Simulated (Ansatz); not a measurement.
Ansatz (a quantum-chemistry and plane-wave program) input (RPA@PBE/cc-pVTZ):

Ansatz 0.2 input:
```yaml
crystal:
  periodic: [false, false, false]
  atoms:
    - {symbol: O, position_ang: [0.01896663, -0.71043085, 0.00501195]}
    - {symbol: C, position_ang: [-0.00767407, 0.70487061, -0.00510197]}
    - {symbol: C, position_ang: [1.32701526, -1.23358840, -0.00630597]}
    - {symbol: C, position_ang: [-1.44885685, 1.16522519, 0.00822254]}
    - {symbol: H, position_ang: [0.53191605, 1.09348631, 0.87107085]}
    - {symbol: H, position_ang: [0.51138476, 1.08044940, -0.89918082]}
    - {symbol: H, position_ang: [1.24509694, -2.31950930, 0.00264131]}
    - {symbol: H, position_ang: [1.87638747, -0.92393236, -0.90539463]}
    - {symbol: H, position_ang: [1.89703806, -0.91081970, 0.87514254]}
    - {symbol: H, position_ang: [-1.97905540, 0.78806055, -0.86721785]}
    - {symbol: H, position_ang: [-1.95854557, 0.80108383, 0.90118280]}
    - {symbol: H, position_ang: [-1.49886130, 2.25558362, 0.00077261]}
basis:
  gaussian:
    orbitals: cc-pVTZ
hamiltonian:
  xc: pbe
magnetization: {spin_polarized: false}
correlation: {method: rpa, electrons: outside_noble_gas}
```

Output:

```
Functional definition: PBE
integrals: 0.49 GiB planned
1309 factors; integrals over basis functions are off by at most 1.1e-3 eV
mean field: 1.34 GiB planned
mean field evaluation 1: about -5271.2454 eV, gradient 7.3e1 eV
mean field evaluation 2: about -5271.2422 eV, gradient 7.3e1 eV
mean field evaluation 4: about -5282.4484 eV, gradient 2.2e1 eV
mean field evaluation 8: about -5283.3252 eV, gradient 8.1e-1 eV
mean field evaluation 16: about -5283.3254 eV, gradient 8.5e-5 eV
mean field -5283.32540820 eV, -194.1586275849 hartree, gradient 1.0e-5 eV, S^2 0.000000; 0 other end points of the search recorded, 0 dependent functions left out
4 core orbitals not correlated
reference -5255.54481730 eV, -193.1377096994 hartree; 13, 13 occupied and 215, 215 virtual orbitals, 1309 factors
Total energy: -5290.35368331 eV, -194.4169119311 hartree
```
